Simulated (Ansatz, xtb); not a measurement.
Relaxing a trial structure of BClH2Si

The starting geometry of this gas-phase singlet has its atoms placed at random.

```yaml
atoms:
  - { symbol: B, position_ang: [0.5841, 0.3686, -0.1613] }
  - { symbol: Cl, position_ang: [-0.5868, -0.3134, 1.0458] }
  - { symbol: Si, position_ang: [1.1039, -1.6644, 0.2357] }
  - { symbol: H, position_ang: [0.9550, -0.6707, 1.1345] }
  - { symbol: H, position_ang: [-0.7095, -0.2573, -0.9159] }
```

Question: Guess where an optimisation with r2SCAN-D4/def2-SVP ends from this start.

Answer: It ends as a structure given below by its coordinates. Distances that change by over a tenth: Cl2–Si3 (2.31 → 2.73 Å), Si3–H4 (1.35 → 1.53 Å). Contacts that open: Cl2–H4 (1.59 → 3.05 Å). Contacts that close: B1–H5 (1.62 → 1.20 Å).

The energy falls by 8.18 eV over 14 steps:

```json
{"step": "1", "E − E(last) (eV)": "8.182"}
{"step": "2", "E − E(last) (eV)": "4.892"}
{"step": "4", "E − E(last) (eV)": "1.473"}
{"step": "5", "E − E(last) (eV)": "0.610"}
{"step": "7", "E − E(last) (eV)": "0.059"}
{"step": "8", "E − E(last) (eV)": "0.046"}
{"step": "10", "E − E(last) (eV)": "0.012"}
{"step": "11", "E − E(last) (eV)": "0.001"}
{"step": "13", "E − E(last) (eV)": "0.000"}
{"step": "14", "E − E(last) (eV)": "0.000"}
```

Final geometry (Å):

| atom | x (Å) | y (Å) | z (Å) |
| --- | --- | --- | --- |
| B | -0.0514 | -0.3077 | -0.2778 |
| Cl | -1.2068 | -0.3598 | 1.1147 |
| Si | 1.0759 | -1.7235 | 0.4911 |
| H | 1.8339 | -0.5881 | 1.1925 |
| H | -0.3049 | 0.4419 | -1.1816 |

From the same start GFN2-xTB reaches the same bonding as this run.

From so rough a start the end depends on the optimiser's path, so another program may land elsewhere. No frequencies were run, so the end isn't proven a minimum. Run with Ansatz 0.2.0, 44 s on 1 thread of Arm Neoverse N1 (shared host).
